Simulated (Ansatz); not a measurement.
Ansatz (a first-principles code) input (HF/6-31G*):

Ansatz 0.2 input:
```yaml
crystal:
  periodic: [false, false, false]
  atoms:
    - {symbol: C, position_ang: [0.00080378, -0.02177211, 0.41324146]}
    - {symbol: C, position_ang: [-0.00024699, -0.78565312, -0.85206570]}
    - {symbol: C, position_ang: [-0.00289049, 0.75882242, -0.86330175]}
    - {symbol: C, position_ang: [0.00340449, -0.09814573, 1.74489492]}
    - {symbol: H, position_ang: [-0.90817693, -1.28775662, -1.19152984]}
    - {symbol: H, position_ang: [0.90811688, -1.28467239, -1.19490016]}
    - {symbol: H, position_ang: [0.90395000, 1.25679477, -1.21086112]}
    - {symbol: H, position_ang: [-0.91270055, 1.25370994, -1.20749014]}
    - {symbol: H, position_ang: [0.00238584, 0.94241549, 2.14816769]}
basis:
  gaussian:
    orbitals: 6-31G*
hamiltonian:
  xc: {name: HF}
total_charge: -1
relax: {f_tol: 0.003, max_steps: 120}
```

Output:

```
WARN ansatz: RAYON_NUM_THREADS=1 ignored (pool sized by the plan → 1); use --threads N
Functional definition: HF
integrals: 0.02 GiB planned
828 factors; integrals over basis functions are off by at most 4.9e-4 eV
mean field: 0.13 GiB planned
mean field evaluation 1: about -4192.7508 eV, gradient 3.0e1 eV
mean field evaluation 2: about -4192.7499 eV, gradient 3.0e1 eV
mean field evaluation 4: about -4195.8429 eV, gradient 4.0e0 eV
mean field evaluation 8: about -4195.9401 eV, gradient 4.4e-2 eV
mean field -4195.93987241 eV, -154.1979462008 hartree, gradient 2.5e-5 eV, S^2 0.000000; 0 other end points of the search recorded, 0 dependent functions left out
the calculation of the forces begins
reference -4195.93987241 eV, -154.1979462008 hartree; 15, 15 occupied and 55, 55 virtual orbitals, 828 factors
relax step   1: F+E_penalty+E_count = -4195.93987241 eV  Δ(F+E_penalty+E_count) = +0.000e0 eV  max|allowed force component| = 2.082e-1 eV/Å  Δτ_max = 0.0000 Å  (29 SCF iters, accepted)
these checks for a lower state are left out or cut short: starts, cluster_reference, orbital_swaps, neighbouring_geometries, increment
integrals: 0.02 GiB planned
828 factors; integrals over basis functions are off by at most 4.9e-4 eV
mean field: 0.13 GiB planned
mean field evaluation 16: about -4195.9464 eV, gradient 1.2e-5 eV
mean field -4195.94641183 eV, -154.1981865201 hartree, gradient 3.5e-5 eV, S^2 0.000000; 0 other end points of the search recorded, 0 dependent functions left out
the calculation of the forces begins
reference -4195.94641183 eV, -154.1981865201 hartree; 15, 15 occupied and 55, 55 virtual orbitals, 828 factors
relax step   2: F+E_penalty+E_count = -4195.94641183 eV  Δ(F+E_penalty+E_count) = -6.539e-3 eV  max|allowed force component| = 1.319e-1 eV/Å  Δτ_max = 0.0132 Å  (26 SCF iters, accepted)
these checks for a lower state are left out or cut short: starts, cluster_reference, orbital_swaps, neighbouring_geometries, increment
integrals: 0.02 GiB planned
828 factors; integrals over basis functions are off by at most 4.9e-4 eV
mean field: 0.13 GiB planned
mean field -4195.94721506 eV, -154.1982160384 hartree, gradient 3.5e-5 eV, S^2 0.000000; 0 other end points of the search recorded, 0 dependent functions left out
the calculation of the forces begins
reference -4195.94721506 eV, -154.1982160384 hartree; 15, 15 occupied and 55, 55 virtual orbitals, 828 factors
relax step   3: F+E_penalty+E_count = -4195.94721506 eV  Δ(F+E_penalty+E_count) = -8.032e-4 eV  max|allowed force component| = 4.298e-2 eV/Å  Δτ_max = 0.0085 Å  (27 SCF iters, accepted)
these checks for a lower state are left out or cut short: starts, cluster_reference, orbital_swaps, neighbouring_geometries, increment
integrals: 0.02 GiB planned
828 factors; integrals over basis functions are off by at most 4.9e-4 eV
mean field: 0.13 GiB planned
mean field -4195.94725954 eV, -154.1982176727 hartree, gradient 3.5e-5 eV, S^2 0.000000; 0 other end points of the search recorded, 0 dependent functions left out
the calculation of the forces begins
reference -4195.94725954 eV, -154.1982176727 hartree; 15, 15 occupied and 55, 55 virtual orbitals, 828 factors
relax step   4: F+E_penalty+E_count = -4195.94725954 eV  Δ(F+E_penalty+E_count) = -4.447e-5 eV  max|allowed force component| = 8.019e-3 eV/Å  Δτ_max = 0.0011 Å  (26 SCF iters, accepted)
these checks for a lower state are left out or cut short: starts, cluster_reference, orbital_swaps, neighbouring_geometries, increment
integrals: 0.02 GiB planned
828 factors; integrals over basis functions are off by at most 4.9e-4 eV
mean field: 0.13 GiB planned
mean field evaluation 32: about -4195.9473 eV, gradient 2.5e-2 eV
mean field -4195.94726300 eV, -154.1982177999 hartree, gradient 2.0e-5 eV, S^2 0.000000; 0 other end points of the search recorded, 0 dependent functions left out
the calculation of the forces begins
reference -4195.94726300 eV, -154.1982177999 hartree; 15, 15 occupied and 55, 55 virtual orbitals, 828 factors
relax step   5: F+E_penalty+E_count = -4195.94726300 eV  Δ(F+E_penalty+E_count) = -3.461e-6 eV  max|allowed force component| = 4.113e-3 eV/Å  Δτ_max = 0.0003 Å  (18 SCF iters, accepted)
these checks for a lower state are left out or cut short: starts, cluster_reference, orbital_swaps, neighbouring_geometries, increment
integrals: 0.02 GiB planned
828 factors; integrals over basis functions are off by at most 4.9e-4 eV
mean field: 0.13 GiB planned
mean field -4195.94726332 eV, -154.1982178118 hartree, gradient 1.0e-5 eV, S^2 0.000000; 0 other end points of the search recorded, 0 dependent functions left out
the calculation of the forces begins
reference -4195.94726332 eV, -154.1982178118 hartree; 15, 15 occupied and 55, 55 virtual orbitals, 828 factors
relax step   6: F+E_penalty+E_count = -4195.94726332 eV  Δ(F+E_penalty+E_count) = -3.241e-7 eV  max|allowed force component| = 8.085e-4 eV/Å  Δτ_max = 0.0001 Å  (18 SCF iters, accepted)
integrals: 0.02 GiB planned
828 factors; integrals over basis functions are off by at most 4.9e-4 eV
mean field: 0.13 GiB planned
mean field -4195.94726332 eV, -154.1982178118 hartree, gradient 1.0e-5 eV, S^2 0.000000; 1 other end points of the search recorded, 0 dependent functions left out
the calculation of the forces begins
reference -4195.94726332 eV, -154.1982178118 hartree; 15, 15 occupied and 55, 55 virtual orbitals, 828 factors
Total energy: -4195.94726332 eV, -154.1982178118 hartree
Atom 0 at     0.000812    -0.022335     0.417101 Å, force     0.000000     0.000377     0.000401 eV/Å
Atom 1 at    -0.000242    -0.784882    -0.848723 Å, force     0.000001    -0.000267     0.000162 eV/Å
Atom 2 at    -0.002855     0.751735    -0.850469 Å, force     0.000000    -0.000144    -0.000055 eV/Å
Atom 3 at     0.003408    -0.097497     1.747616 Å, force    -0.000001    -0.000169    -0.000809 eV/Å
Atom 4 at    -0.900420    -1.280598    -1.199479 Å, force     0.000056     0.000207     0.000129 eV/Å
Atom 5 at     0.900306    -1.277540    -1.202821 Å, force    -0.000056     0.000207     0.000129 eV/Å
Atom 6 at     0.895892     1.248893    -1.203856 Å, force    -0.000181    -0.000053     0.000007 eV/Å
Atom 7 at    -0.904590     1.245835    -1.200515 Å, force     0.000181    -0.000052     0.000006 eV/Å
Atom 8 at     0.002334     0.950133     2.127302 Å, force     0.000000    -0.000106     0.000031 eV/Å
Dipole moment:    -0.002489     0.247659    -1.114668 e Å
```

The dipole moment of an ion depends on the origin.
